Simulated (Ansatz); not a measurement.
fcc Au was calculated with r²SCAN-D4 in Ansatz (plane waves, PAW).

Numerical settings: plane-wave cutoff 560 eV, 24×24×24 k mesh, Fermi–Dirac smearing 0.05 eV, scalar-relativistic PAW data made under PBE.

Energies at three volumes about the minimum:

```csv
V (Å³/atom),E − E_lowest (meV/atom)
17.004,3.56
17.351,0.00
17.698,3.42
```

Problem. Fit a parabola by hand: where is the minimum, what lattice constant follows, and what is the bulk modulus?

Solution. Slopes: (0.00 − 3.56)/(17.351 − 17.004) = -10.259 and (3.42 − 0.00)/(17.698 − 17.351) = 9.856 meV/Å³. Curvature E″ = 2 × (9.856 − (-10.259))/(17.698 − 17.004) = 57.968 meV/Å⁶. From the middle of the first interval, the slope vanishes at V0 = 17.1775 − (-10.259)/57.968 = 17.354 Å³/atom. B = V0 E″ = 17.354 × 57.968 meV/Å³ × 0.1602 GPa per meV/Å³ = 161 GPa. With 4 atoms in the cube, a = (4 × 17.354)^(1/3) = 4.110 Å. The full Birch–Murnaghan fit to all volumes gives V0 = 17.346 Å³/atom and B0 = 161 GPa.

Measured, for comparison: bulk modulus 182 GPa (0 K value with the zero-point phonon effect removed, our sources range from 175 to 182; as tabulated in Mejia-Rodriguez and Trickey (2018), arXiv:1807.09216); lattice constant a 4.062 Å (static lattice: zero-point anharmonic expansion removed; as tabulated in Mejia-Rodriguez and Trickey (2018), arXiv:1807.09216). Computed (rounded) less measured: bulk modulus -12 % (-8 % to -12 % over the range).

Ansatz is an electronic-structure program.
